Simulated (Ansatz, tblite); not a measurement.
**The cluster Fe2Co: rung by rung**

Aim: run the octet of the cluster Fe2Co at one geometry on many levels, and compare frontier levels, spin and run time.

Program: Ansatz 0.2.0, Gaussian basis. Level of theory: as each input shows. These are calculated values, not measurements.

The runs, in order: GFN1-xTB, GFN2-xTB, PBE-D4/def2-TZVP, r2SCAN-D4/def2-TZVP, BHLYP-D4/def2-TZVP, r2SCANh-D4/def2-TZVP, r2SCAN0-D4/def2-TZVP, ωB97X-V/def2-TZVP, revPBE-D4/def2-TZVP, PBE-D4/def2-SVP, PBE0-D4/def2-SVP, HF/STO-3G, PBE0-D4/def2-TZVPD, PBE-D4/def2-TZVPD, r2SCAN-D4/def2-TZVPD, MP2/def2-TZVP, RPA/def2-TZVP.

4 further runs of the same task are left out: 1 for a known fault of the program, 3 that didn't finish. Runs told in other sessions of the task aren't counted.

## 1. The structure

The geometry is that of the octet, from an earlier relaxation (PBE0-D4/def2-TZVP). At that level it is the lowest of the isomers that a small search found.

3 atoms, charge 0, spin multiplicity 8.

Bond lengths: Fe1–Fe2 2.549 Å, Fe1–Co3 2.337 Å, Fe2–Co3 2.354 Å. Angles: Fe2–Fe1–Co3 57.4°, Fe1–Fe2–Co3 56.8°, Fe1–Co3–Fe2 65.8°.

No spin-orbit coupling is included.

PBE0-D4/def2-TZVP was run before; its log isn't repeated, and its numbers join the tables.

## 2. GFN1-xTB

Tight binding, by tblite at 300 K electronic temperature and without a spin-polarisation term:

```python
tblite.interface.Calculator('GFN1-xTB', numbers, positions, charge=0, uhf=7).singlepoint()
```

Energy -250.2016 eV; 0.013 s.

## 3. GFN2-xTB

Tight binding, by tblite at 300 K electronic temperature and without a spin-polarisation term:

```python
tblite.interface.Calculator('GFN2-xTB', numbers, positions, charge=0, uhf=7).singlepoint()
```

Energy -261.2649 eV; 0.006 s.

## 4. PBE-D4/def2-TZVP

start.molden holds the orbitals of an earlier run on this state, given as this run's starting guess.

The input, in.yaml:

```yaml
crystal:
  periodic: [false, false, false]
  atoms:
    - {symbol: Fe, position_ang: [0.289688, -1.095869, -0.870165]}
    - {symbol: Fe, position_ang: [0.940531, 1.003305, 0.421468]}
    - {symbol: Co, position_ang: [-1.230219, 0.092563, 0.448707]}
basis:
  gaussian: {orbitals: def2-TZVP, initial_orbitals: start.molden}
magnetization: {spin_polarized: true, initial_magnetization: 7}
hamiltonian: {xc: pbe, dispersion: d4}
scf: {omitted_lower_state_checks: [starts]}
output: {orbitals: {seedname: orbitals}}
```

The run is started by

```console
$ ansatz run in.yaml --threads 4 --pin off --events-out ev --progress --plain --max-ram 3916MiB
```

After this run come: r2SCAN-D4/def2-TZVP; BHLYP-D4/def2-TZVP; r2SCANh-D4/def2-TZVP; r2SCAN0-D4/def2-TZVP; ωB97X-V/def2-TZVP; revPBE-D4/def2-TZVP; PBE-D4/def2-SVP; PBE0-D4/def2-SVP; HF/STO-3G; PBE0-D4/def2-TZVPD; PBE-D4/def2-TZVPD; r2SCAN-D4/def2-TZVPD; MP2/def2-TZVP; RPA/def2-TZVP.

Before running them: what should the planned runs give, taken together? Wanted: gap in def2-TZVP, named functionals, smallest and largest; correlation energy, MP2/def2-TZVP; binding an atom, functionals in def2-TZVP; ⟨S²⟩ in def2-TZVP, named functionals, smallest and largest; PBE0 total energy, smallest basis above largest.

As calculated:

```
                                                  quantity                                   value
 gap in def2-TZVP, named functionals, smallest and largest  0.37 eV (r2SCAN-D4), 4.63 eV (ωB97X-V)
                         correlation energy, MP2/def2-TZVP                               -41.63 eV
                 binding an atom, functionals in def2-TZVP     0.04 (BHLYP-D4) to 1.48 eV (PBE-D4)
⟨S²⟩ in def2-TZVP, named functionals, smallest and largest                          16.798, 17.046
           PBE0 total energy, smallest basis above largest         15.88 eV (def2-SVP, def2-TZVPD)
```

**Reading.** Over the named functionals in def2-TZVP the gap runs from 0.37 eV (r2SCAN-D4) to 4.63 eV (ωB97X-V); exact exchange widens it. PBE-D4, revPBE-D4 leave an empty level below a filled one, so this occupation isn't an aufbau state there; left out of the range. Over the named functionals in def2-TZVP spin contamination reaches 1.30 (r2SCAN-D4), and every level is far from pure, so all describe a mixture with higher spin.
